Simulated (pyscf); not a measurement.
`[CH]1=[N][CH2]1` + `[H][H]` → `[CH3][C]#[N]` + `[H][H]`, a multi-bond step (singlet surface; C–N, C–H, H–H broken, C–H, H–H formed). Single points on ωB97X-D3(BJ)/def2-SVP structures (PySCF, gas phase). Energies in eV from the separated reactants.

Small-basis levels: PySCF, no dispersion term, spherical d functions. 

### Question
In single points B3LYP/6-31G* puts the saddle at 2.19 eV and the reaction energy at -2.06 eV. Should these be trusted to within a few kcal/mol? Compare with ωB97M-D3(BJ)/def2-TZVP.

### Answer
ωB97M-D3(BJ)/def2-TZVP gives ΔE‡ = 2.41 eV and ΔE = -2.05 eV. B3LYP/6-31G* lies 0.22 eV under it in the barrier and 0.01 eV under it in the reaction energy, so on this step it does not hold to within 0.13 eV. ωB97M-D3(BJ)/def2-TZVP has limits of its own. This is the saddle that the search found; another between the same sides may lie lower. A restricted solution here is unstable towards spin polarisation, so biradical character is likely and single-reference numbers are less safe.
